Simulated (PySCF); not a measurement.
Molecule: SMILES C/C=C(/C)F, C4H7F.

Bonds (- single, = double, # triple, : aromatic): C1-C2 1.491 Å, C2=C3 1.334 Å, C3-C4 1.485 Å, C3-F5 1.346 Å. C1 carries H6, H7, H8; C2 carries H9; C4 carries H10, H11, H12. Stereochemistry as in C/C=C(/C)F.

Spin–spin couplings on one PBE0-D3(BJ)/def2-SVP geometry, PySCF 2.14, gas phase, non-relativistic, equivalent pairs averaged (spin–dipole term only in couplings to heteroatoms); isotopes ¹³C, ¹⁹F, ¹H; basis pcJ-1.

How do the couplings (Hz) change with the functional? Times are CPU seconds on 1 thread of an Arm Neoverse V1, shared host.

## Answers


| functional | functions | ¹J(C3,F5) | ¹J(C2,H9) | ¹J(C4,H10) | ¹J(C1,H6) | ¹J(C2,C3) | ¹J(C3,C4) | ¹J(C1,C2) | core-s |
| --- | --- | --- | --- | --- | --- | --- | --- | --- | --- |
| LDA | 205 | -329.4 | 127.7 | 101.8 | 101.4 | 73.6 | 39.6 | 31.0 | 14 |
| PBE | 205 | -343.7 | 150.4 | 122.6 | 122.2 | 85.9 | 50.2 | 41.1 | 18 |
| KT2 | 205 | -345.5 | 160.8 | 129.0 | 128.6 | 72.4 | 39.8 | 31.7 | 19 |
| B3LYP | 205 | -321.0 | 164.1 | 134.6 | 134.2 | 94.1 | 58.3 | 48.1 | 20 |
| PBE0 | 205 | -318.0 | 155.7 | 127.0 | 126.7 | 92.0 | 56.2 | 46.1 | 19 |
| B97-2 | 205 | -306.2 | 148.9 | 121.1 | 120.9 | 89.9 | 55.2 | 45.6 | 19 |
| BHandHLYP | 205 | -292.7 | 177.2 | 145.4 | 145.0 | 108.1 | 69.3 | 57.7 | 21 |
| CAM-B3LYP | 205 | -308.2 | 161.8 | 132.2 | 131.8 | 93.2 | 58.3 | 47.8 | 26 | Left out for a near triplet instability: HF/pcJ-1.
